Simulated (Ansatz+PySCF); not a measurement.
Values are calculated unless marked as measured or tabulated.
Input for Ansatz (development build ahead of 0.2.0):

```yaml
crystal:
  periodic: [false, false, false]
  atoms:
    - { symbol: C, position_ang: [0.79404, -1.0e-05, -0.01899] }
    - { symbol: C, position_ang: [-0.69354, 0.00011, -0.00172] }
    - { symbol: H, position_ang: [1.35165, -0.92649, 0.04179] }
    - { symbol: H, position_ang: [1.35212, 0.92616, 0.04185] }
    - { symbol: H, position_ang: [-1.107, 0.89016, -0.48574] }
    - { symbol: H, position_ang: [-1.10738, -0.88206, -0.49991] }
    - { symbol: H, position_ang: [-1.09237, -0.00839, 1.02627] }
basis:
  gaussian: { orbitals: cc-pVTZ }
magnetization:
  spin_polarized: true
  initial_magnetization: 1
hamiltonian:
  xc: hf
correlation:
  method: mp2
  frozen_orbitals: { C: 1, H: 0 }
output:
  forces: true
```

The input is written out in the form of the current development build from the run's settings.

Results

* Converged: yes
* Reference energy: -78.62778 hartree
* Correlation energy: -0.33068 hartree
* Total energy: -78.95846 hartree
* Spin squared of the determinant: 0.763
* Stability test: minimum

Forces (eV/Å):
| atom | Fx | Fy | Fz |
| --- | --- | --- | --- |
| C1 | 0.159 | 0.000 | -0.018 |
| C2 | -0.215 | -0.001 | 0.087 |
| H3 | -0.129 | 0.181 | 0.001 |
| H4 | -0.129 | -0.181 | 0.001 |
| H5 | 0.100 | -0.159 | 0.068 |
| H6 | 0.101 | 0.158 | 0.071 |
| H7 | 0.113 | 0.002 | -0.210 |
